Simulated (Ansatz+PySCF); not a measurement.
doublet N₂(+): levels of theory in one basis

```yaml
atoms:
  - { symbol: N, position_ang: [0.0000, 0.0000, -0.5825] }
  - { symbol: N, position_ang: [0.0000, 0.0000, 0.5825] }
```

Basis set: STO-3G (spherical functions). Correlated methods keep 2 orbitals frozen. Correlation on ROHF uses semicanonical orbitals with singles. Charge 1, multiplicity 2.

Computed with Ansatz (development build ahead of 0.2.0); each method stands on the lowest determinant of its kind that the runs found.

```json
{"method": "ROHF", "E − E(ROHF) (eV)": "0.00", "<S²> of the determinant": "0.75"}
{"method": "UHF", "E − E(ROHF) (eV)": "-0.96", "<S²> of the determinant": "1.46"}
{"method": "ROHF-MP2", "E − E(ROHF) (eV)": "-5.94", "<S²> of the determinant": "–"}
{"method": "UHF-MP2", "E − E(ROHF) (eV)": "-3.64", "<S²> of the determinant": "1.46"}
{"method": "ROHF-CCSD", "E − E(ROHF) (eV)": "-5.82", "<S²> of the determinant": "–"}
{"method": "UHF-CCSD", "E − E(ROHF) (eV)": "-5.84", "<S²> of the determinant": "1.46"}
{"method": "ROHF-CCSD(T)", "E − E(ROHF) (eV)": "-5.92", "<S²> of the determinant": "–"}
{"method": "UHF-CCSD(T)", "E − E(ROHF) (eV)": "-5.91", "<S²> of the determinant": "1.46"}
```

Q: What does full CI (lowest root of this spin) give on the same scale?

A: -6.07 eV.

The restricted and unrestricted rows may stand on different electronic states: another unrestricted solution lies nearer the restricted one.

Caution for ROHF, ROHF-MP2, ROHF-CCSD, ROHF-CCSD(T): an unrestricted determinant lies well below. Caution for UHF, UHF-MP2, UHF-CCSD, UHF-CCSD(T): the unrestricted determinant is spin contaminated; the determinant may break the point group. Caution for ROHF-MP2, UHF-MP2: MP2 on this radical cation hangs on the determinant chosen; another reference gives a lower total. Caution for UHF-CCSD, UHF-CCSD(T): the program doubts this total.
